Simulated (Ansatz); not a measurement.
System: fluorite SrCl2. Method: r²SCAN (plane waves, PAW; Ansatz, a first-principles code).

Settings: plane-wave cutoff 560 eV, 8×8×8 k mesh, Fermi–Dirac smearing 0.01 eV, scalar-relativistic PAW data made under PBE.

Properties against volume:

```
V (Å³/atom)  P (GPa)  direct gap at Γ (eV)  smallest gap on the k mesh (eV)
-----------  -------  --------------------  -------------------------------
26.804          2.67                 6.544                            5.954
27.374          1.68                 6.454                            5.969
27.945          0.79                 6.366                            5.983
28.515          0.00                 6.282                            5.939
29.085         -0.71                 6.199                            5.864
29.656         -1.35                 6.119                            5.792
30.226         -1.92                 6.041                            5.722
```

The fundamental gap (5.94 eV at the equilibrium volume, with added k points) lies elsewhere than Γ–Γ.

Measured, for comparison: band gap 7.5 eV (temperature not stated, not corrected to a static lattice; as tabulated in Aguado et al. (1999), arXiv:cond-mat/9901145).

Spin–orbit coupling is not included.
